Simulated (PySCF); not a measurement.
**Functional dependence of a UV spectrum**

Species: CH2ClF.
Z-matrix (Å and degrees, PBE0-D3(BJ)/def2-SVP geometry), rows numbered from 1:
```
F 
C   1  1.3453
Cl  2  1.7735  1  111.08
H   2  1.0997  1  109.78  3   118.67
H   2  1.0998  1  109.77  3  -118.64
```

Linear-response calculations in the def2-SVPD basis (PySCF; singlets by full response, triplets Tamm–Dancoff, core orbitals frozen in the response; HF means time-dependent Hartree–Fock). 'Strongest' is the level of largest summed f among the singlets computed (10 roots, of which the last may lack a degenerate partner); it can jump between rows when another state enters that window. S1 is the lowest singlet of each run and needn't be the same state throughout; f(S1) is that of one state. Geometry: PBE0-D3(BJ)/def2-SVP; no solvent, vibrations or thermal averaging.

```json
{"functional": "LDA", "kind": "LDA", "S1 (eV)": "7.01", "f(S1)": "0.003", "strongest (eV)": "8.70", "T1 (eV)": "6.46", "HOMO (eV)": "-7.55", "gap (eV)": "6.70", "ionisation energy, ΔSCF (eV)": "11.43"}
{"functional": "PBE", "kind": "GGA", "S1 (eV)": "7.03", "f(S1)": "0.003", "strongest (eV)": "9.21", "T1 (eV)": "6.42", "HOMO (eV)": "-7.47", "gap (eV)": "6.75", "ionisation energy, ΔSCF (eV)": "11.30"}
{"functional": "B3LYP", "kind": "global hybrid, 20% exact exchange", "S1 (eV)": "7.33", "f(S1)": "0.002", "strongest (eV)": "9.12", "T1 (eV)": "6.67", "HOMO (eV)": "-8.68", "gap (eV)": "8.62", "ionisation energy, ΔSCF (eV)": "11.66"}
{"functional": "PBE0", "kind": "global hybrid, 25% exact exchange", "S1 (eV)": "7.50", "f(S1)": "0.002", "strongest (eV)": "9.42", "T1 (eV)": "6.77", "HOMO (eV)": "-8.93", "gap (eV)": "9.20", "ionisation energy, ΔSCF (eV)": "11.66"}
{"functional": "BHandHLYP", "kind": "global hybrid, 50% exact exchange", "S1 (eV)": "7.77", "f(S1)": "0.002", "strongest (eV)": "9.88", "T1 (eV)": "7.02", "HOMO (eV)": "-10.28", "gap (eV)": "11.24", "ionisation energy, ΔSCF (eV)": "11.76"}
{"functional": "CAM-B3LYP", "kind": "range-separated hybrid", "S1 (eV)": "7.50", "f(S1)": "0.002", "strongest (eV)": "9.52", "T1 (eV)": "6.79", "HOMO (eV)": "-10.36", "gap (eV)": "11.46", "ionisation energy, ΔSCF (eV)": "11.79"}
{"functional": "wB97X-D", "kind": "range-separated hybrid", "S1 (eV)": "7.61", "f(S1)": "0.002", "strongest (eV)": "9.77", "T1 (eV)": "6.93", "HOMO (eV)": "-10.85", "gap (eV)": "12.87", "ionisation energy, ΔSCF (eV)": "11.78"}
{"functional": "LC-wPBE", "kind": "range-separated hybrid", "S1 (eV)": "7.73", "f(S1)": "0.001", "strongest (eV)": "10.12", "T1 (eV)": "6.92", "HOMO (eV)": "-11.80", "gap (eV)": "14.06", "ionisation energy, ΔSCF (eV)": "11.91"}
{"functional": "HF", "kind": "Hartree–Fock", "S1 (eV)": "8.42", "f(S1)": "0.001", "strongest (eV)": "10.73", "T1 (eV)": "7.50", "HOMO (eV)": "-12.40", "gap (eV)": "15.03", "ionisation energy, ΔSCF (eV)": "not settled"}
```

S1 runs from 7.01 eV (LDA) to 8.42 eV (HF), a spread of 1.40 eV, while the orbital gap spreads over 8.3 eV. Along PBE (0%), B3LYP (20%), PBE0 (25%), BHandHLYP (50%), HF (100%) S1 rises with the share of exact exchange. −ε(HOMO) comes closest to its own ΔSCF ionisation energy with LC-wPBE (-0.10 eV) and misses most with LDA (-3.88 eV). 'Not settled' means that the ion's SCF failed to converge or may have ended in another state than the lowest.
